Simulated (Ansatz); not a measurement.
**Scan of [Cl···H···N], quartet**

Starting geometry:

```xyz
3

Cl    0.0000    0.0000   -1.4143
H     0.0000    0.0000   -0.1355
N     0.0000    0.0000    1.5497
```

From there H2 is moved from one fragment to the other while all else, the fragments' distance too, stays fixed; atoms are numbered as listed. Energies are in eV, counted from the starting geometry at the same level.

Basis 6-31G; Ansatz 0.2.0. Correlated methods freeze the noble-gas cores. R marks a restricted (for open shells ROHF) determinant, U an unrestricted one. Active spaces: valence = (13e, 9o) chosen from the atoms' valence shells.

Runs in a small pair space aren't shown, since their orbitals change along the scan.

Full CI is exact within this basis and frozen core; it isn't the basis-set limit. The frozen core follows each run's orbitals, which can shift R against U totals by a few meV.

| distance Cl1-H2 (Å) | full CI | unpaired electrons (full CI) | error RMP2 | error RCCSD(T) | error RCCSDT | error UCCSDTQ | error CASSCF (valence space) | error NEVPT2 (valence space) |
| --- | --- | --- | --- | --- | --- | --- | --- | --- |
| 1.189 | 0.238 | 3.01 | -0.022 | -0.001 | 0.000 | 0.000 | -0.025 | 0.009 |
| 1.279 | 0.000 | 3.01 | 0.000 | 0.000 | 0.000 | 0.000 | 0.000 | 0.000 |
| 1.371 | 0.030 | 3.02 | 0.031 | 0.002 | 0.001 | 0.000 | 0.030 | -0.010 |
| 1.463 | 0.199 | 3.02 | 0.077 | 0.004 | 0.001 | 0.000 | 0.066 | -0.019 |
| 1.555 | 0.400 | 3.03 | 0.144 | 0.008 | 0.002 | 0.000 | 0.108 | -0.024 |
| 1.647 | 0.551 | 3.03 | 0.225 | 0.011 | 0.004 | 0.000 | 0.155 | -0.023 |
| 1.740 | 0.611 | 3.03 | 0.154 | 0.014* | 0.005* | 0.001 | 0.193 | -0.015 |
| 1.832 | 0.605 | 3.02 | 0.182 | 0.008 | 0.004 | 0.001 | 0.199 | 0.002 |
| 1.924 | 0.654 | 3.02 | 0.112 | 0.004 | 0.002 | 0.001 | 0.173 | 0.019 |

An asterisk marks runs whose energy the program itself flagged as in doubt.

Unpaired electrons are Σ n²(2−n)² over natural occupations. Errors are those of relative energies. In total energy the starting point itself misses full CI by: RMP2 0.525, RCCSD(T) 0.006, RCCSDT 0.001, UCCSDTQ -0.002, CASSCF (valence space) 2.112, NEVPT2 (valence space) 0.599 eV.

Spread of the error over the points with a reference, to 1.924 Å (largest less smallest): UCCSDTQ 0.001, RCCSDT 0.006, RCCSD(T) 0.015, NEVPT2 (valence space) 0.043, CASSCF (valence space) 0.225, RMP2 0.248 eV.
